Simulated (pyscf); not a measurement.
PySCF, gas phase, ωB97X-D3(BJ)/def2-SVP geometries.

SMILES: [OH][Ge]([Cl])([GeH3])[GeH3]
```xyz
12

O     -2.3747    -0.3331    -1.7997
Ge    -0.9491    -0.8602    -0.8718
Cl    -1.6666    -1.9735     0.8649
Ge     0.1960    -2.4394    -2.2639
Ge     0.2072     1.0161     0.0917
H     -2.9666     0.2399    -1.2969
H     -0.7634    -3.5821    -2.6105
H      0.6917    -1.7540    -3.5448
H      1.3989    -2.9841    -1.4814
H     -0.8049     1.8603     0.8800
H      0.8433     1.8819    -1.0066
H      1.3003     0.5062     1.0393
```
Charge 0, spin multiplicity 1.

Q: How much does it cost (ΔH, 298 K, ωB97M-D3(BJ)/def2-TZVP) to split HO–Ge(Cl)(GeH₃)–GeH₃ at its Ge–O bond into OH• + Cl–Ge•(GeH₃)–GeH₃?

A: Ge–O to OH• + Cl–Ge•(GeH₃)–GeH₃: 4.18 eV. The 7 functionals that were run give +4.05 (B3LYP-D3(BJ)) to +4.25 eV (M06-2X). Other isomers of Cl–Ge•(GeH₃)–GeH₃ were not searched in full and may lie lower. Left out: the spin-orbit lowering of OH. Elements up to Kr have no core potential and no relativistic terms here.
